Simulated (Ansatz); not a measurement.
Process, species as SMILES: ClCl (Cl2) + [H][H] (H2) → 2 Cl (HCl)
B3LYP-D3(BJ)/def2-TZVP geometries, fixed; electronic energies without zero-point terms.

Effect of a fitting basis named in the input at PBE0/def2-TZVPP with Ansatz (a first-principles code), against the last row, where the energy of full hydrogenation is -45.97 kcal/mol. The default fits or decomposes integrals by the program's own choice; accuracy: high also tightens integrals, grids and stops.

| setting | largest shift of a total energy (mEh) | shift of the energy of full hydrogenation (kcal/mol) |
|---|---|---|
| fitting: def2-SV(P)-JKFIT | -0.018 | -0.006 |
| fitting: def2-universal-JKFIT | -0.018 | -0.006 |
| fitting: cc-pVTZ-JKFIT | 0.012 | -0.012 |
| fitting: cc-pVQZ-JKFIT | -0.003 | -0.002 |
| fitting: cc-pV5Z-JKFIT | -0.002 | -0.001 |
| accuracy: high | -0.007 | 0.000 |
| accuracy: medium (default) | 0.000 | 0.000 |

Within 0.02 kcal/mol in the energy of full hydrogenation: fitting: def2-SV(P)-JKFIT; fitting: def2-universal-JKFIT; fitting: cc-pVTZ-JKFIT; fitting: cc-pVQZ-JKFIT; fitting: cc-pV5Z-JKFIT; accuracy: high. The largest shift is 0.018 mEh in a total energy and 0.012 kcal/mol in the difference.
